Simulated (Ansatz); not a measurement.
# C₂HAl (singlet): from Hartree-Fock to the top rungs, cc-pVTZ

An exercise on one series of results from a longer session: the logs are not shown, and one member is left open.

The runs use Ansatz 0.2.0, Gaussian basis; cc-pVTZ, core rule «outside noble gas», up to 7 orbitals frozen.

To be run: UHF; CCSD(T) on RHF; CCSD(T) on UHF; BCCD(T) on RHF; CCSDT(Q) on RHF.

3 further runs of the same task are left out: 3 set aside as unsound or not needed.

## What is computed

The geometry is a PBE0/def2-TZVP stationary point (not a proven minimum).

4 atoms, charge 0, spin multiplicity 1.

Atoms are counted from 1 here; the program's logs count them from 0.

Bond lengths: Al1–C3 1.968 Å, C2–C3 1.216 Å, C2–H4 1.067 Å. Angles: C3–C2–H4 180.0°, Al1–C3–C2 180.0°.

Set-up of the first run:

File in.yaml:

```yaml
crystal:
  periodic: [false, false, false]
  atoms:
    - {symbol: Al, position_ang: [0.000000, 0.000000, 2.350575]}
    - {symbol: C, position_ang: [0.000000, 0.000000, -0.832925]}
    - {symbol: C, position_ang: [0.000000, 0.000000, 0.382775]}
    - {symbol: H, position_ang: [0.000000, 0.000000, -1.900425]}
basis:
  gaussian: {orbitals: cc-pVTZ}
magnetization: {spin_polarized: true, initial_magnetization: 0}
hamiltonian: {xc: hf}
output: {orbitals: {seedname: orbitals}}
```

Started as:

```bash
$ ansatz run in.yaml --threads 1 --pin off --events-out ev --progress --plain --max-ram 4096MiB --backend cpu
```

Among the steps run: UHF; CCSD(T) on RHF; CCSD(T) on UHF; BCCD(T) on RHF; CCSDT(Q) on RHF.

One of the session's tables, all rows but one given; the rest of the session is left out.

It belongs to the step «Misses and costs». 

| method | from RCCSDT(Q) (meV) |
| --- | --- |
| RHF | +10637.9 |
| UHF | +10637.2 |
| RMP2 | ? |
| RCCSD | +595.2 |
| RCCSD(T) | +48.3 |
| BCCD(T) | +45.8 |
| RCCSDT | +45.8 |
| RCCSDT(Q) | 0 |

Q: Estimate the row for RMP2 from the others.

As computed: from RCCSDT(Q) (meV): +1113.6. In the column «from RCCSDT(Q) (meV)» it lies between RCCSD (+595.2) and UHF (+10637.2).

Not comparable, so not listed: CCSD(T) on UHF (they don't share determinant, frozen orbitals or solution with the rows shown, or repeat one).

Limits of these values: Warnings: restricted reference is unstable.
